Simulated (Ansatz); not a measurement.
The same path of BFH2 + H4Si (9 atoms, charge 0, multiplicity 1) was run twice with different band settings. Lost on the way: B1–F2, Si5–H9. Made: B1–Si5, F2–H9.

Level of theory: Ansatz 0.2.0, RKS B3LYP-D4/def2-TZVP.

Relaxed end points:

```xyz
9
Properties=species:S:1:pos:R:3
B -0.058 0.629 -0.091
F 0.217 1.545 0.822
H 0.858 0.097 -0.642
H -1.205 0.407 -0.336
Si 0.137 -2.739 1.139
H -0.505 -2.901 -0.185
H 1.587 -3.011 1.030
H -0.480 -3.666 2.115
H -0.067 -1.346 1.607
```

```xyz
9
Properties=species:S:1:pos:R:3
B 0.098 -0.423 -0.230
F -0.174 0.404 1.774
H 1.096 0.186 -0.444
H -0.933 0.008 -0.634
Si 0.172 -2.314 0.483
H -0.825 -3.244 -0.104
H 1.502 -2.970 0.450
H -0.187 -2.213 1.947
H -0.265 -0.419 2.214
```

Common settings: movable images 7; climbing image yes; spring 5.0 eV/Å²; start path through a guess of the saddle point; force threshold 0.05 eV/Å; iteration limit 60; end points relaxed.

| run | optimiser | largest step |
| --- | --- | --- |
| 1 | quadratic models (default) | default |
| 2 | fire | 0.02 Å |

(1) What does each run give, and how far can it be trusted?

Results:

(1) Run 1: converged after 23 iterations, highest image 2.302 eV above the first end. Neighbouring images differ by up to 1.5 eV, so the band resolves the path poorly. A vibrational analysis at the climbing image gives one clearly imaginary mode, 1098i cm⁻¹: a first-order saddle point.
Run 2: not converged after 60 iterations, highest image 2.342 eV above the first end. The band didn't meet its force threshold, so its energies are provisional: the largest band force was still 0.07 eV/Å, and over the last iterations the top stayed at 2.35 eV.
The orbitals stay closed-shell, which can raise the energy where a bond breaks towards radicals; this wasn't checked here.
